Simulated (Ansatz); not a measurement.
`FCCCF`, charge 0, multiplicity 1.

**Question.** Give a relaxed structure at PBE0-D4/def2-TZVP (Ansatz 0.2.0). (An estimate is asked.)

**Answer.** Ansatz gave: 
Z-matrix (Å, degrees):
```
C
C 1 1.508
F 1 1.386 2 109.8
H 1 1.093 2 111.2 3 119.1
H 1 1.093 2 111.1 3 -119.0
C 2 1.508 1 113.1 3 -64.0
H 2 1.095 1 109.4 3 57.3
H 2 1.095 1 108.7 3 174.2
F 6 1.386 2 109.8 1 -64.0
H 6 1.093 2 111.2 1 55.0
H 6 1.093 2 111.1 1 176.9
```
Point group C2.
This is one stationary point; other conformers may exist.
